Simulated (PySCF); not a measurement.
2-fluoroethanol, C₂H₅FO.
SMILES with atom numbers: `[OH:1][CH2:2][CH2:3][F:4]` (hydrogens: H5 on O1; H6, H7 on C2; H8, H9 on C3)

Computed by this run: PBE0-D3(BJ)/def2-TZVP geometry optimisation, gas phase (PySCF 2.14.0); density fitting, grid level 2; the optimiser is geomeTRIC in internal coordinates, started from a GFN2-xTB structure with every atom displaced at random (about 0.01 Å).

Step 0: E = -6914.6989 eV
```
atom  x, y, z in Å  |  force x, y, z in eV/Å
O1     -1.5769   -0.0102   -0.0189   -1.414   1.187   0.309
C2     -0.3525   -0.6195    0.0516    1.260   0.265   0.374
C3      0.7838    0.3368   -0.2727    1.257  -0.956   1.049
F4      0.9718    1.2547    0.7613   -0.426   0.006   0.081
H5     -1.5973    0.7635    0.5735    0.089  -0.576  -0.359
H6     -0.3665   -1.4117   -0.6875    0.158  -0.321  -0.156
H7     -0.1764   -1.0539    1.0522    0.118  -0.062  -0.216
H8      1.7693   -0.1890   -0.3437   -0.795   0.127  -0.224
H9      0.5961    0.9110   -1.1516   -0.247   0.330  -0.859
```

Step 1: E = -6914.7674 eV
```
atom  x, y, z in Å  |  force x, y, z in eV/Å
O1     -1.5776    0.0934   -0.0381    0.213  -0.461  -0.472
C2     -0.3331   -0.5713    0.0313   -0.202  -0.032   0.124
C3      0.8294    0.3349   -0.2628   -0.305   0.025  -0.340
F4      0.9239    1.3192    0.7030    0.023   0.014   0.093
H5     -1.6621    0.6288    0.7416   -0.033   0.411   0.420
H6     -0.3490   -1.3722   -0.7144   -0.012   0.058  -0.027
H7     -0.2004   -1.0447    1.0111    0.056  -0.021   0.055
H8      1.7628   -0.2332   -0.2761    0.081   0.037  -0.027
H9      0.6577    0.8271   -1.2314    0.179  -0.031   0.174
```

Question: Estimate the geometry and energy of step 2. (The exact step hangs on the optimiser's Hessian estimate; all steps are aligned on step 1, rigid shifts and turns removed.)

Answer: E = -6914.7811 eV, largest force 0.127 eV/Å
```
atom  x, y, z in Å  |  force x, y, z in eV/Å
O1     -1.5771    0.0795   -0.0387   -0.001  -0.107   0.069
C2     -0.3357   -0.5828    0.0364   -0.067   0.063  -0.023
C3      0.8177    0.3333   -0.2679   -0.006  -0.090  -0.071
F4      0.9149    1.3028    0.7148   -0.011   0.074   0.090
H5     -1.6499    0.6612    0.7227    0.048   0.047  -0.061
H6     -0.3537   -1.3823   -0.7096   -0.004   0.015  -0.014
H7     -0.1873   -1.0505    1.0190    0.011   0.014  -0.005
H8      1.7607   -0.2216   -0.2881    0.018  -0.004  -0.024
H9      0.6619    0.8422   -1.2244    0.012  -0.012   0.038
```

The energy changes by -0.0138 eV. The first-order estimate −F·Δx gives -0.0219 eV and the mean of the old and new forces, exact on a quadratic surface, -0.0133 eV. The step makes an angle of 70° with the force vector and moves no atom by more than 0.039 Å.

What follows is the cost of the whole optimisation. The run took 82 s on an Arm Neoverse V1 with one thread, shared host, and the process peaked at 0.67 GiB of memory.
